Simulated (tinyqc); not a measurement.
Orbital energy against energy difference: ionisation energy by orbital energies and by energy differences in the cc-pvdz basis, for CH4, spin multiplicity 1. Computed by the program tinyqc with PySCF. 

Geometry (angstrom):
```
atom,x,y,z
C,0.0000,0.0000,0.0000
H,0.6070,0.6070,0.6070
H,0.6070,-0.6070,-0.6070
H,-0.6070,0.6070,-0.6070
H,-0.6070,-0.6070,0.6070
```

CCSD(T) difference in the same basis = 14.4352 eV

IP-EOM-CCSD = 14.4149 eV

The cation is unrestricted; errors are against CCSD(T) in this basis, not against experiment.

First vertical ionisation energy (eV):
```
method,-e(HOMO),E(cation) - E,error of -e(HOMO),error of the difference
HF,15.032,13.50770,0.597,-0.928
LDA,9.445,14.22297,-4.991,-0.212
PBE,9.436,14.28556,-4.999,-0.150
B3LYP,10.792,14.44796,-3.643,0.013
PBE0,11.051,14.37641,-3.384,-0.059
CAM-B3LYP,12.565,14.45824,-1.870,0.023
LC-wPBE,14.071,14.50010,-0.365,0.065
```

Koopmans errs by +0.60 eV and Delta-HF by -0.93 eV: relaxation, 1.52 eV, lowers the value and the missing correlation difference works against it. The PBE level is off by -5.0 eV through the wrong tail of its potential, though its energy difference is off by -0.15 eV; exact exchange deepens the level, and among the orbital energies LC-wPBE comes closest; among the differences B3LYP does.
